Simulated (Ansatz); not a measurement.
**C₂H₂F₂: ionisation energy by level of theory**

One table from this session's results is given with a row withheld; the runs are named, their logs left out.

Method: unrestricted cation, the program's frozen cores in correlated methods; program: Ansatz 0.2.0, Gaussian basis.

The runs, in order: UKS PBE-D4/def2-TZVPP; UKS r2SCAN-D4/def2-TZVPP; UKS PBE0-D4/def2-TZVPP; UKS B3LYP-D4/def2-TZVPP; UKS wB97X-V/def2-TZVPP; UKS wB97M-V/def2-TZVPP; UKS B2PLYP/def2-TZVPP; UHF-CCSD(T)/def2-TZVPP; UHF-MP2/def2-QZVPP; extrapolation to the limit; then −ε(HOMO) from the neutral's earlier runs with LDA (SPW92), PBE-D4, revPBE-D4, BLYP-D4, r2SCAN-D4, B97M-V, PBE0-D4, B3LYP-D4, r2SCANh-D4, r2SCAN0-D4, HSE06-D4, BHLYP-D4, CAM-B3LYP-D4, LC-ωPBE, ωB97X-V, ωB97M-V.

## The geometry

An earlier PBE0-D4 in a triple-zeta def2 set relaxation fixed the geometry.

SMILES `F/C=C/F`, 6 atoms, charge 0, spin multiplicity 1.

Atoms are counted from 1 here; the program's logs count them from 0.

Bond lengths: F1–C2 1.335 Å, C2–C3 1.319 Å, C2–H5 1.083 Å, C3–F4 1.335 Å, C3–H6 1.083 Å. Angles: F1–C2–C3 120.4°, F1–C2–H5 114.7°, C3–C2–H5 124.9°, C2–C3–F4 120.4°, C2–C3–H6 124.9°, F4–C3–H6 114.7°.

Set-up of the first run:

The input, in.yaml:

```yaml
crystal:
  periodic: [false, false, false]
  atoms:
    - {symbol: F, position_ang: [-1.017033, -0.026118, -1.442122]}
    - {symbol: C, position_ang: [0.066246, 0.019101, -0.663972]}
    - {symbol: C, position_ang: [-0.052207, -0.040589, 0.648566]}
    - {symbol: F, position_ang: [1.031067, 0.004831, 1.426714]}
    - {symbol: H, position_ang: [1.003743, 0.105886, -1.198453]}
    - {symbol: H, position_ang: [-0.989716, -0.127112, 1.183068]}
basis:
  gaussian: {orbitals: def2-TZVPP}
total_charge: 1
magnetization: {spin_polarized: true, initial_magnetization: 1}
hamiltonian: {xc: pbe, dispersion: d4}
```

Run with:

```
$ ansatz run in.yaml --threads 4 --pin off --events-out ev --progress --plain --max-ram 10444MiB
```

Among the steps run: Cation, UKS PBE-D4/def2-TZVPP; Cation, UKS r2SCAN-D4/def2-TZVPP; Cation, UKS PBE0-D4/def2-TZVPP; Cation, UKS B3LYP-D4/def2-TZVPP; Cation, UKS wB97X-V/def2-TZVPP; Cation, UKS wB97M-V/def2-TZVPP; Cation, UKS B2PLYP (frozen core)/def2-TZVPP; Cation, UHF-CCSD(T)/def2-TZVPP; Cation, UHF-MP2/def2-QZVPP.

One table of the session follows, with a row left open; its other results are not shown here.

It belongs to the step «Ionisation energies side by side». For comparison, −ε(HOMO) of the neutral from earlier runs:

```
  functional  −ε(HOMO) (eV)
 LDA (SPW92)           6.41
      PBE-D4           6.19
   revPBE-D4           6.11
     BLYP-D4           6.09
   r2SCAN-D4           6.45
      B97M-V           6.52
     PBE0-D4           7.56
    B3LYP-D4           7.35
  r2SCANh-D4              ?
  r2SCAN0-D4           7.73
    HSE06-D4           7.15
    BHLYP-D4           8.81
CAM-B3LYP-D4           8.99
     LC-ωPBE          10.33
     ωB97X-V           9.94
     ωB97M-V           9.85
```

Estimate the missing values for r2SCANh-D4.

Worked estimate for «−ε(HOMO) (eV)». Against the share of exact exchange, r2SCAN-D4 (0, 6.45), r2SCAN0-D4 (0.25, 7.73) give a slope of 5.12 per unit share; at 0.1 the line stands at 6.96.

The run gave: −ε(HOMO) (eV): 6.96. In «−ε(HOMO) (eV)» the line misses by 0.00.
